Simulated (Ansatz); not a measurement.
# BSiH₂ (quartet): wave-function methods side by side at distance Si1–B2 = 5.088 Å, 6-31G

Aim: climb from Hartree-Fock through coupled cluster and multireference methods for BSiH₂ (quartet) at one geometry and basis, and see what each rung misses.

The runs use Ansatz 0.2.0, Gaussian basis; 6-31G, core rule «outside noble gas», up to 6 orbitals frozen.

The runs, in order: UHF; CCSD(T) on ROHF; CCSD(T) on UHF; BCCD(T) on ROHF; CISD; CCSDT(Q) on ROHF; CCSDT(Q) on UHF; CCSDTQ on ROHF; CCSDTQ on UHF; CASSCF and MRCISD+Q, 5 electrons in 5 orbitals; CASSCF and NEVPT2, 5 electrons in 5 orbitals; CASSCF and MRCISD+Q, 9 electrons in 10 orbitals; CASSCF and NEVPT2, 9 electrons in 10 orbitals; Full CI.

1 further run of the same task is left out (it didn't finish).

## (1) What is computed

The geometry derives from a PBE0/def2-TZVP stationary point (not a proven minimum). One bond is set to the value named and the two fragments are kept rigid.

4 atoms, charge 0, spin multiplicity 4.

Atoms are counted from 1 here; the program's logs count them from 0.

Bond lengths: Si1–H3 1.512 Å, B2–H4 1.193 Å.

## (2) UHF

in.yaml

```yaml
crystal:
  periodic: [false, false, false]
  atoms:
    - {symbol: Si, position_ang: [0.000000, -0.499108, 2.529249]}
    - {symbol: B, position_ang: [0.000000, -0.534848, -2.558625]}
    - {symbol: H, position_ang: [0.000000, 0.719024, 3.424803]}
    - {symbol: H, position_ang: [0.000000, 0.314931, -3.395427]}
basis:
  gaussian: {orbitals: 6-31G}
magnetization: {spin_polarized: true, initial_magnetization: 3}
hamiltonian: {xc: hf}
output: {orbitals: {seedname: orbitals}}
```

On the command line:

```console
> ansatz run in.yaml --threads 1 --pin off --events-out ev --progress --plain --max-ram 4096MiB --backend cpu
```

After this run come: CCSD(T) on ROHF; CCSD(T) on UHF; BCCD(T) on ROHF; CISD; CCSDT(Q) on ROHF; CCSDT(Q) on UHF; CCSDTQ on ROHF; CCSDTQ on UHF; CASSCF and MRCISD+Q, 5 electrons in 5 orbitals; CASSCF and NEVPT2, 5 electrons in 5 orbitals; CASSCF and MRCISD+Q, 9 electrons in 10 orbitals; CASSCF and NEVPT2, 9 electrons in 10 orbitals; Full CI.

**Question.** What will the summary of the whole plan be? Wanted: FCI below the RHF energy; RMP2 from FCI; UMP2 from FCI; RCCSD from FCI; RCCSD(T) from FCI; UCCSD(T) from FCI; RCCSDT(Q) from FCI; UCCSDT(Q) from FCI; MRCISD+Q pair from FCI.

The runs gave:

| quantity | value |
| --- | --- |
| FCI below the RHF energy | -2.1601 eV |
| RMP2 from FCI | +725.5 meV |
| UMP2 from FCI | +721.6 meV |
| RCCSD from FCI | +31.3 meV |
| RCCSD(T) from FCI | +13.6 meV |
| UCCSD(T) from FCI | +13.3 meV |
| RCCSDT(Q) from FCI | +2.7 meV |
| UCCSDT(Q) from FCI | +2.4 meV |
| MRCISD+Q pair from FCI | -10.5 meV |
| levels within 1 kcal/mol (43 meV) | RCCSD, UCCSD, RCCSD(T), UCCSD(T), BCCD(T), RCCSDT, UCCSDT, RCCSDT(Q), UCCSDT(Q), RCCSDTQ, UCCSDTQ, MRCISD+Q pair |
| T1 diagnostic | 0.012 |
| effectively unpaired electrons | 3.22 |

In words: RCCSD(T) lands +13.6 meV from the yardstick (0.6 % of the correlation energy). MRCISD+Q pair falls below full CI: the +Q correction isn't variational, and the cores differ from full CI's. The occupations show some static correlation. These misses are within one basis, not against nature; the frozen cores of restricted and unrestricted runs differ, which can shift their rows.
